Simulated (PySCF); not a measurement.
Numbering as in the mapped SMILES `[CH3:1][c:2]1[cH:3][cH:4][n:5][o:6]1`; H(Xn) means a hydrogen on atom n.

GIAO PBE0/pcSseg-1 shifts (PySCF, gas phase, non-relativistic, equivalent atoms averaged), each against references optimised in the same way as the molecule (TMS, NH3, H2O).

On the GFN2-xTB geometry: C2 176.4, C4 153.7, C3 108.6, C1 14.7, N5 422.2, O6 410.9, H(C4) 8.16, H(C3) 6.11, H(C1) 2.63 ppm.

Question: What changes on the PBE0-D3(BJ)/def2-SVP geometry?

Answer: 
```
atoms  δ (ppm)  change
   C2    172.8    -3.6
   C4    153.4    -0.3
   C3    105.8    -2.8
   C1     13.6    -1.1
   N5    421.0    -1.2
   O6    414.8    +3.9
H(C4)     7.94   -0.22
H(C3)     5.97   -0.14
H(C1)     2.48   -0.15
```

Bonds between heavy atoms that differ most (equivalent bonds averaged): N5–O6 1.353 → 1.364 Å, C3–C4 1.412 → 1.420 Å, C4–N5 1.303 → 1.306 Å, O6–C2 1.343 → 1.339 Å, C1–C2 1.483 → 1.481 Å. Mean change of bonds to hydrogen: C–H +0.014 Å.
